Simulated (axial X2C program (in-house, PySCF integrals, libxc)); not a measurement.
# Low determinants of AlSi at the PBE0 level, without spin–orbit coupling

Computed with an in-house relativistic program for diatomic molecules. Spin-free means the one-electron spin-free X2C Hamiltonian. Basis: Si dyall-v3z [8s7p2d1f], Al dyall-v3z [8s8p2d1f] (cores contracted in-house); Gaussian nuclei, density fitting, unrestricted open shells. Masses: Si 27.977 u, Al 26.982 u.

Search at 2.420 Å (vertical energies from the lowest determinant):

```tsv
ΔE (eV)	state	electrons beyond evenly filled partner blocks	electrons in σ, π, δ, φ
0.00	M_S = 3/2, Λ = 0	σα, π+α, π-α	17 10 0 0
0.26	M_S = 1/2, Λ = 0	σβ, π+α, π-α	17 10 0 0
0.82	M_S = 1/2, Λ = 0	σα, π+β, π-α	17 10 0 0
0.82	M_S = 1/2, Λ = 2	σα, π+α, π+β	17 10 0 0
1.21	M_S = 1/2, Λ = 1	π+α	18 9 0 0
1.23	M_S = 1/2, Λ = 1	π+α, π+β, π-α	16 11 0 0
2.44	M_S = 3/2, Λ = 1	2 × π+α, π-α	16 11 0 0
```

Lowest determinant, M_S = 3/2, Λ = 0 (beyond evenly filled blocks: σα, π+α, π-α): Re = 2.423 Å, ωe = 377.1 cm⁻¹.

The determinant in row 2 of the search, M_S = 1/2, Λ = 0 (beyond evenly filled blocks: σβ, π+α, π-α), was followed along the bond at PBE0; measured from the minimum of the lowest determinant it gives:

Te = 0.255 eV (2055 cm⁻¹), Re = 2.403 Å, ωe = 394.1 cm⁻¹.

Compare the bond of the determinant in row 2 with that of the lowest one.

At PBE0 its Re is 0.020 Å shorter and its force constant, which goes as ωe², is 1.09 times that of the lowest determinant. This determinant mixes spin states, so it has no term energy of its own.

The search compares states at one distance, so a state with another bond length can lie lower; it is not exhaustive and yields mostly the lowest determinant of each block pattern, so other components and higher states of one pattern are missing. These are energies of single determinants, not of spin-adapted states; PBE0 term energies can be off by some tenths of an eV, and the functional has no current term. The lowest determinant need not be the ground state where others lie within half an eV. Row 2 is spin-contaminated (⟨S²⟩ = 1.78 against 0.75), so its values are not those of a pure state.
